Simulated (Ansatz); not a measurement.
System: SiO, net charge 1, doublet state. SMILES of the parent species: [O+]#[Si-]

Atoms: Si1, O2. Bonds: Si1-O2.

Bond lengths (Å) and angles (degrees) optimised at HF/STO-3G with Ansatz (a program for electronic structure); B3LYP/LANL2DZ with Ansatz; MP2/6-31G* with Ansatz, each started from the B3LYP-D3(BJ)/def2-TZVP structure (Ansatz) of the last column. A row stands for all coordinates that are equal there. 6-31G* holds six Cartesian d functions.

```
coordinate  HF/STO-3G  B3LYP/LANL2DZ  MP2/6-31G*  B3LYP-D3(BJ)/def2-TZVP
----------  ---------  -------------  ----------  ----------------------
Si1-O2          1.658          1.579       1.664                   1.523
```

Mean signed difference of all 1 bond lengths from B3LYP-D3(BJ)/def2-TZVP: HF/STO-3G 0.135 Å, B3LYP/LANL2DZ 0.056 Å, MP2/6-31G* 0.141 Å.
